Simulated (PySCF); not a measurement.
Molecule: SMILES CC[C@H](C)F, C₄H₉F.

Molfile (atoms numbered from 1):
```
C4H9F
     RDKit          3D

 14 13  0  0  0  0  0  0  0  0999 V2000
    1.9050   -0.2788   -0.2754 C   0  0  0  0  0  0  0  0  0  0  0  0
    0.6342    0.3372    0.2841 C   0  0  0  0  0  0  0  0  0  0  0  0
   -0.6288   -0.2746   -0.2902 C   0  0  2  0  0  0  0  0  0  0  0  0
   -1.9031    0.3162    0.2655 C   0  0  0  0  0  0  0  0  0  0  0  0
   -0.6220   -1.6354   -0.0213 F   0  0  0  0  0  0  0  0  0  0  0  0
    1.9791   -0.1247   -1.3640 H   0  0  0  0  0  0  0  0  0  0  0  0
    1.9204   -1.3625   -0.0903 H   0  0  0  0  0  0  0  0  0  0  0  0
    2.8018    0.1601    0.1861 H   0  0  0  0  0  0  0  0  0  0  0  0
    0.6102    1.4227    0.0895 H   0  0  0  0  0  0  0  0  0  0  0  0
    0.6026    0.2163    1.3810 H   0  0  0  0  0  0  0  0  0  0  0  0
   -0.6163   -0.1729   -1.3925 H   0  0  0  0  0  0  0  0  0  0  0  0
   -1.9704    1.3885    0.0297 H   0  0  0  0  0  0  0  0  0  0  0  0
   -2.7806   -0.1895   -0.1622 H   0  0  0  0  0  0  0  0  0  0  0  0
   -1.9346    0.1979    1.3595 H   0  0  0  0  0  0  0  0  0  0  0  0
  1  2  1  0
  2  3  1  0
  3  4  1  0
  3  5  1  0
  1  6  1  0
  1  7  1  0
  1  8  1  0
  2  9  1  0
  2 10  1  0
  3 11  1  6
  4 12  1  0
  4 13  1  0
  4 14  1  0
M  END
```

Spin–spin couplings on one PBE0-D3(BJ)/def2-SVP geometry, PySCF 2.14, gas phase, non-relativistic, equivalent pairs averaged (spin–dipole term only in couplings to heteroatoms); isotopes 13C, 1H, 19F; basis pcJ-1.

Task: How do the couplings (Hz) change with the functional? Times are CPU seconds on shared hosts with different chips, so compare them loosely.

Result: 
| functional | functions | 1J(C3,H11) | 1J(C1,H6) | 1J(C4,H12) | 1J(C2,H10) | 1J(C2,H9) | 1J(C3,F5) | 1J(C3,C4) | core-s |
| --- | --- | --- | --- | --- | --- | --- | --- | --- | --- |
| HF | 225 | 183.8 | 160.3 | 159.5 | 158.8 | 155.3 | -117.8 | 71.1 | 22 |
| LDA | 225 | 115.1 | 101.1 | 101.1 | 99.8 | 97.5 | -237.4 | 25.2 | 15 |
| PBE | 225 | 137.6 | 121.4 | 121.2 | 119.8 | 117.0 | -248.0 | 35.1 | 20 |
| KT2 | 225 | 145.1 | 127.4 | 127.1 | 125.1 | 122.3 | -243.3 | 25.9 | 22 |
| B3LYP | 225 | 150.6 | 133.0 | 132.9 | 131.1 | 128.4 | -225.4 | 41.9 | 44 |
| PBE0 | 225 | 143.1 | 125.4 | 125.1 | 123.9 | 121.1 | -218.9 | 40.2 | 27 |
| B97-2 | 225 | 136.4 | 120.0 | 119.5 | 117.9 | 115.3 | -212.9 | 39.3 | 27 |
| BHandHLYP | 225 | 162.6 | 143.1 | 142.7 | 141.1 | 138.1 | -187.5 | 50.9 | 30 |
| CAM-B3LYP | 225 | 148.5 | 130.5 | 130.3 | 128.8 | 125.8 | -210.0 | 41.9 | 39 |
